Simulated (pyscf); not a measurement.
PySCF, gas phase, ωB97X-D3(BJ)/def2-SVP geometries.

Q: HS–GeH₃ + hydrogen fluoride (HF) -> F–GeH₂–SH + hydrogen (H₂)
Surface: singlet. Broken: Ge–H, F–H. Formed: F–Ge, H–H. Give ΔE‡ and ΔE from PBE0-D3(BJ)/def2-TZVP, relative to the separated reactants.

A: ΔE‡ = 32.9 kcal/mol, ΔE = -10.4 kcal/mol. ωB97M-D3(BJ)/def2-TZVP gives 35.0 kcal/mol and -11.5 kcal/mol. Zero-point energy shifts the barrier by -0.2 kcal/mol. It is a four-centre exchange, with an imaginary mode of 1207i cm⁻¹. On the reactant side the descent ends in a complex (not fully relaxed), 6.4 kcal/mol under the separated species and 41.1 kcal/mol under the saddle at ωB97X-D3(BJ)/def2-TZVP. At the saddle there is also a short Ge–H contact that neither side keeps. The same reactants have a lower exit, to H₂S + F–GeH₃ (barrier +26.0 kcal/mol at ωB97M-D3(BJ)/def2-TZVP, against +35.0 kcal/mol here). One saddle was located; it need not be the lowest between these sides. Elements up to Kr have no core potential and no relativistic terms here.
